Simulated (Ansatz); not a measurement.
A made-up structure of NaSiH2 (charge +1), singlet:

```json
{"atom": "Na1", "x (Å)": "-2.5013", "y (Å)": "1.0602", "z (Å)": "-0.1962"}
{"atom": "Si2", "x (Å)": "0.2421", "y (Å)": "-0.1026", "z (Å)": "0.0190"}
{"atom": "H3", "x (Å)": "0.8147", "y (Å)": "-1.3469", "z (Å)": "-0.5880"}
{"atom": "H4", "x (Å)": "-1.9976", "y (Å)": "-0.8215", "z (Å)": "0.0979"}
```

It is relaxed with PBE-D4/def2-SVP and then PBE0-D4/def2-TZVP (Ansatz 0.2.0). Atoms count as bonded within 1.22 times the sum of their covalent radii (H–H: 0.88 Å). The end point is not checked to be a true minimum.

(1) Does its bonding change? (Judge from chemistry; the calculation decides.)

## Answers

(1) Computed: Yes. Formed: Si2–H4; broken: Na1–H4.

Where it ends: The first stage lowers the energy by 1.83 eV in 15 steps. It ends as NaSiH₂ ([Na][SiH2]), total charge +1:
```csv
atom,x (Å),y (Å),z (Å)
Na1,-2.3666,1.9625,-0.0325
Si2,-0.7148,-0.5219,-0.1798
H3,0.7693,-0.6900,-0.2963
H4,-1.1300,-1.9613,-0.1586
```

Labels in which every atom is bracketed show which atoms are joined, not bond orders.

For scale, one of the runs: PBE0-D4/def2-TZVP relaxation, 81 basis functions, launched by `ansatz run in.yaml --threads 2 --pin off --events-out ev --progress --plain --max-ram 4352MiB`. Hardware: 2 CPU threads of an Arm Neoverse V2, shared host. Wall time about 6 s.
